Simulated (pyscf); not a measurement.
A first-order saddle from PySCF, ωB97X-D3(BJ)/def2-SVP:

```
B
O 1 1.2614
O 1 1.3275 2 155.74
H 3 0.9636 1 115.31 2 179.68
H 2 1.3712 1 75.41 3 179.93
F 5 1.0852 2 130.21 1 -0.01
```

Surface: singlet, charge 0. Lowest wavenumbers (cm⁻¹): 1001i, 289, 311, 497, 575.

Problem. Which two sides does it connect, and which bonds change?

Solution. O=B–OH + HF <-> HO–B(OH)–F, an addition across a multiple bond or ene-type step read from left to right: F–H broken and B–F, H–O formed. At CCSD(T)/def2-TZVPP + ΔMP2(QZVPP) it lies +0.31 eV from the left side and +2.81 eV from the right (each side as separated species at their lowest minima found). On the reactant side the descent ends in a bound adduct, 0.39 eV under the separated species and 0.55 eV under the saddle at ωB97X-D3(BJ)/def2-TZVP. At ωB97X-D3(BJ) the barrier from the zero used here is 0.16 eV. This is the saddle that the search found; another between the same sides may lie lower. The CCSD(T) − MP2 part came from Ansatz, without density fitting, on the same reference.
